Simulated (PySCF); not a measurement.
## Working out the ionisation energy of B

B [He] 2s2 2p1 (2P) → B⁺ [He] 2s2 (1S). Computed with PySCF 2.14 in aug-cc-pwCVDZ, with no relativity, point nucleus. Frozen: nothing. Energies in hartree (1 hartree = 27.21139 eV):

```tsv
part	B (lower)	B⁺ (upper)
UHF	-24.530581	-24.235833
CCSD correlation	-0.088675	-0.086759
(T)	-0.001172	-0.000347
```

**Question.** What does Hartree-Fock give?

**Answer.** (-24.235833) − (-24.530581) = 0.294748 hartree = 8.021 eV.

**Question.** What do CCSD and CCSD(T) give?

**Answer.** The CCSD correlation energies differ by 0.001916 hartree = 0.052 eV and the triples by 0.000825 hartree = 0.022 eV, so CCSD gives 8.073 eV and CCSD(T) 8.095 eV.

Measured between the centres of the two terms (NIST): 8.297 eV, so CCSD(T) (valence and next inner shell) is off by -0.202 eV.

A double-zeta basis recovers only part of the correlation energy.

What remains against the reference includes basis incompleteness and higher excitations.
